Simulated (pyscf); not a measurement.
Single points on ωB97X-D3(BJ)/def2-SVP structures (PySCF, gas phase).

Task: How much does it cost (ΔH, 298 K, ωB97M-D3(BJ)/def2-TZVP) to split F–Mo(=S)(=S)–Cl (SMILES [F][Mo](=[S])(=[S])[Cl]) at its F–Mo bond into F• + [S=Mo(=S)–Cl]•?

Result: F–Mo to F• + [S=Mo(=S)–Cl]•: 5.08 eV. The 7 functionals that were run give +4.89 (M06-2X) to +5.69 eV (PBE). The radicals are drawn with the spin at the cut bond; how far it spreads was not checked. Other isomers of [S=Mo(=S)–Cl]• were not searched in full and may lie lower. Left out: the spin-orbit lowering of F. Open-shell species with a d-block atom are single-reference here; other states, and whether the spin sits on metal or ligand, were not checked. Elements past Kr carry the def2 core potentials, without spin-orbit coupling.
